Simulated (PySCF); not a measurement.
Working out the ionisation energy of Si

Si [Ne] 3s2 3p2 (3P) → Si⁺ [Ne] 3s2 3p1 (2P). All numbers are calculated (PySCF 2.14, no relativity, point nucleus, in dyall-acv3z (19s12p6d4f, 113 functions)). Frozen: 1s2; the 18 highest virtual orbitals dropped. Energies in hartree (1 hartree = 27.21139 eV):

| part | Si (lower) | Si⁺ (upper) |
| --- | --- | --- |
| UHF | -288.858670 | -288.578025 |
| MP2 opposite-spin | -0.262752 | -0.254643 |
| MP2 same-spin | -0.090645 | -0.083396 |

What does Hartree-Fock give?

(-288.578025) − (-288.858670) = 0.280645 hartree = 7.637 eV.

What do MP2 and SCS-MP2 (6/5 opposite-spin, 1/3 same-spin) give?

The opposite-spin parts differ by 0.221 eV and the same-spin parts by 0.197 eV. MP2: 7.637 + (0.221) + (0.197) = 8.055 eV. SCS-MP2: 7.637 + 1.2 × (0.221) + (0.197)/3 = 7.968 eV.

Measured between the centres of the two terms (NIST): 8.157 eV, so MP2 (valence and next inner shell) is off by -0.102 eV.

What remains against the reference includes basis incompleteness, the frozen core and correlation beyond second order.
